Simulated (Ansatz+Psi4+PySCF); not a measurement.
The numbers below are computed, except where a source is named.
## Psi4 1.11 run

```
molecule {
0 3
O 0.000000 0.000000 0.747570
O 0.000000 0.000000 -0.747570
}

set basis cc-pVTZ
set reference uhf
set scf_type pk
energy('scf')
```

The input is written out from the run's settings.

Results

```yaml
Converged: yes
Total_energy: -149.55776 hartree
Spin_squared_of_the_determinant: 2.064
Occupied_orbitals_by_symmetry_in_an_Abelian_subgroup_alpha;_beta: 3 Ag 1 B2g 1 B3g 2 B1u 1 B2u 1 B3u; 3 Ag 2 B1u 1 B2u 1 B3u
```

This is not the lowest solution: another run reaches a determinant 1.13 eV lower.
